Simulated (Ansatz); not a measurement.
Consider BP in the zinc blende structure (space group F-43m, No. 216).

Space group F-43m (No. 216); a = 4.548 Å, b = 4.548 Å, c = 4.548 Å, α = 90.00°, β = 90.00°, γ = 90.00°

```csv
atom,site,symmetry,x,y,z
P,4c,-43m,0.2500,0.2500,0.2500
B,4a,-43m,0.0000,0.0000,0.0000
```
(The calculation used a cell of 2 atoms; values per cell refer to that cell.)

Levels (all Ansatz, an electronic-structure program, PAW, earlier PAW set): PBE (420 eV, without spin-orbit coupling); PBEsol (420 eV, without spin-orbit coupling).

Levels that relaxed their own cell: PBE and PBEsol.

```
level   lattice parameter a
------  -------------------
PBE                 4.548 Å
PBEsol              4.520 Å
```

Measured: lattice parameter a 4.525 Å (static lattice; corrected from measurement; as listed in Daniel Mejia-Rodriguez, S. B. Trickey, Phys. Rev. B (2018)).

Computed minus measured — lattice parameter a: PBE +0.5 %, PBEsol -0.1 % (closest: PBEsol).

Stability against distortions was not tested.
